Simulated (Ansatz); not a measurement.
Basis-set series for `B`. The species carries charge 0 and has multiplicity 1. Geometry: relaxed with PBE0-D4/def2-TZVP.

```tsv
functional	basis	functions	energy (Eh)	HOMO (eV)	LUMO (eV)
PBE0-D4	def2-SVP	29	-26.53547	-9.88	-1.87
PBE0-D4	def2-TZVPP	73	-26.56681	-9.92	-1.96
ωB97M-V	def2-SVP	29	-26.54800	-12.21	0.23
ωB97M-V	def2-TZVPP	73	-26.58382	-12.31	-0.02
```

Question: Give the rows for def2-QZVPP. (An estimate is asked.)

Answer: Computed: 
```
functional       basis  functions  energy (Eh)  HOMO (eV)  LUMO (eV)
   PBE0-D4  def2-QZVPP        147    -26.56894      -9.93      -1.97
   ωB97M-V  def2-QZVPP        147    -26.58587     -12.31      -0.11
```
